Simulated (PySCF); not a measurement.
The first ionisation energy along group 14

Calculated with PySCF 2.14 from differences of total energies of unrestricted determinants, without spin-orbit coupling. Values in eV. The last column holds reference values (NIST; (s) semi-empirical, (t) theoretical, else measured). Unmarked ones compare directly (S terms, centres of terms, or small fine structure); those marked * lie between the lowest fine-structure levels and include a spin-orbit shift.

| element | configurations | UHF | MP2 (valence) | SCS-MP2 (valence) | CCSD (valence) | CCSD(T) (valence) | MN15 | reference |
| --- | --- | --- | --- | --- | --- | --- | --- | --- |
| C (cc-pVDZ, non-relativistic) | [He] 2s2 2p2 → [He] 2s2 2p1 | 10.803 | 11.088 | 10.982 | 10.972 | 10.979 | 11.316 | 11.262 |
| Si (cc-pV(D+d)Z, non-relativistic) | [Ne] 3s2 3p2 → [Ne] 3s2 3p1 | 7.641 | 7.921 | 7.848 | 7.942 | 7.953 | 8.069 | 8.157 |
| Sn (cc-pVDZ-PP with ECP28MDF, ECP) | [Kr] 4d10 5s2 5p2 → [Kr] 4d10 5s2 5p1 | 6.858 | 7.071 | 7.017 | 7.095 | 7.101 | 7.312 | 7.389 |
| Pb (cc-pVDZ-PP with ECP60MDF, ECP) | [Xe] 4f14 5d10 6s2 6p2 → [Xe] 4f14 5d10 6s2 6p1 | 6.576 | 6.764 | 6.714 | 6.791 | 6.795 | 7.048 | 7.417 * |

**Question.** Fill in the row of Ge (cc-pVDZ-PP with ECP10MDF, ECP) ([Ar] 3d10 4s2 4p2 → [Ar] 3d10 4s2 4p1).

**Answer.** UHF 7.408; MP2 (valence) 7.658; SCS-MP2 (valence) 7.594; CCSD (valence) 7.680; CCSD(T) (valence) 7.687; reference 7.925 (eV).

For Pb a determinant mixes LS terms or the coupling is close to jj, so these rows are model values.

"Valence" correlates the outer s and p shells and, in groups 3 to 12 and the f block, the outer d or f shell, open or full, or the next shell where the ion has no valence electron left; the wider scheme adds the next inner shell.
